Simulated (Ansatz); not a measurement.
**C3H4Cl2: one species, many methods**

An exercise on one series of results from a longer session: the logs are not shown, and one member is left open.

Program: Ansatz 0.2.0, Gaussian basis. Level of theory: functionals in def2-TZVPP, the program's frozen cores in correlated methods. These are calculated values, not measurements.

Levels to be run: PBE-D4, r2SCAN-D4, PBE0-D4, B3LYP-D4, ωB97X-V, ωB97M-V, B2PLYP; CCSD(T)/def2-TZVPP; MP2/def2-QZVPP; extrapolation to the limit.

**Structure used throughout**

An earlier PBE0-D4 in a triple-zeta def2 set relaxation fixed the geometry.

SMILES `ClC1(Cl)CC1`, 9 atoms, charge 0, spin multiplicity 1.

Atoms are counted from 1 here; the program's logs count them from 0.

Bond lengths: Cl1–C2 1.749 Å, C2–Cl3 1.749 Å, C2–C4 1.485 Å, C2–C5 1.485 Å, C4–C5 1.510 Å, C4–H6 1.082 Å, C4–H7 1.082 Å, C5–H8 1.082 Å, C5–H9 1.082 Å. Angles: Cl1–C2–Cl3 113.0°, Cl1–C2–C4 118.4°, Cl1–C2–C5 118.4°, Cl3–C2–C4 118.4°, Cl3–C2–C5 118.4°, C4–C2–C5 61.1°, C2–C4–C5 59.4°, C2–C4–H6 117.0°, C2–C4–H7 117.0°, C5–C4–H6 118.1°, C5–C4–H7 118.1°, H6–C4–H7 115.6°, C2–C5–C4 59.4°, C2–C5–H8 117.0°, C2–C5–H9 117.0°, C4–C5–H8 118.1°, C4–C5–H9 118.1°, H8–C5–H9 115.6°.

Geometry (Å):

```mol
C3H4Cl2
  3D, bonds by distance, orders not assigned

  9  9  0  0  0  0  0  0  0  0999 V2000
    1.0301   -2.0115   -0.1757 Cl  0  0
    0.0452   -0.5967   -0.4734 C   0  0
   -0.8497   -0.6907   -1.9736 Cl  0  0
    0.5618    0.7270   -0.0412 C   0  0
   -0.5908    0.0777    0.6869 C   0  0
    1.5290    0.7416    0.4441 H   0  0
    0.3489    1.5706   -0.6846 H   0  0
   -0.4030   -0.3467    1.6645 H   0  0
   -1.5830    0.4824    0.5359 H   0  0
  1  2  8  0
  2  3  8  0
  2  4  8  0
  4  5  8  0
  4  6  8  0
  4  7  8  0
  5  8  8  0
  5  9  8  0
  2  5  8  0
M  END
```

Set-up of the first run:

in.yaml

```yaml
crystal:
  periodic: [false, false, false]
  atoms:
    - {symbol: Cl, position_ang: [1.030089, -2.011485, -0.175668]}
    - {symbol: C, position_ang: [0.045200, -0.596653, -0.473389]}
    - {symbol: Cl, position_ang: [-0.849690, -0.690731, -1.973633]}
    - {symbol: C, position_ang: [0.561804, 0.726962, -0.041210]}
    - {symbol: C, position_ang: [-0.590795, 0.077717, 0.686926]}
    - {symbol: H, position_ang: [1.528953, 0.741605, 0.444063]}
    - {symbol: H, position_ang: [0.348906, 1.570642, -0.684610]}
    - {symbol: H, position_ang: [-0.402959, -0.346679, 1.664522]}
    - {symbol: H, position_ang: [-1.583009, 0.482421, 0.535897]}
basis:
  gaussian: {orbitals: def2-TZVPP}
hamiltonian: {xc: pbe, dispersion: d4}
output: {forces: true, orbitals: {seedname: orbitals}}
```

Command:

```console
ansatz run in.yaml --threads 4 --pin off --events-out ev --progress --plain --max-ram 10444MiB
```

Among the steps run: PBE-D4 (GGA); r2SCAN-D4 (meta-GGA); PBE0-D4 (hybrid); B3LYP-D4 (hybrid); ωB97X-V (range-separated); ωB97M-V (range-separated); B2PLYP (double hybrid); CCSD(T) in def2-TZVPP; MP2 in def2-QZVPP.

One table of the session follows, with a row left open; its other results are not shown here.

It belongs to the step «Atomisation energies». 

```
            method  atomisation energy (kJ/mol)
            PBE-D4                       3504.4
         r2SCAN-D4                       3407.5
           PBE0-D4                       3439.9
          B3LYP-D4                       3361.7
           ωB97X-V                            ?
           ωB97M-V                       3402.1
            B2PLYP                       3333.5
     HF/def2-TZVPP                       2424.7
    MP2/def2-TZVPP                       3381.2
   CCSD/def2-TZVPP                       3220.0
CCSD(T)/def2-TZVPP                       3285.0
           MP2/CBS                       3471.1
       CCSD(T)/CBS                       3374.9
```

Q: Estimate the row for ωB97X-V from the others.

The run gave: atomisation energy (kJ/mol): 3396.6. In the column «atomisation energy (kJ/mol)» it lies between MP2/def2-TZVPP (3381.2) and ωB97M-V (3402.1).

To keep in mind: Free atoms (2 Cl, 3 C, 4 H) were run apart at each level; the atomisation energy is their sum less the molecule, without zero-point or spin-orbit terms.
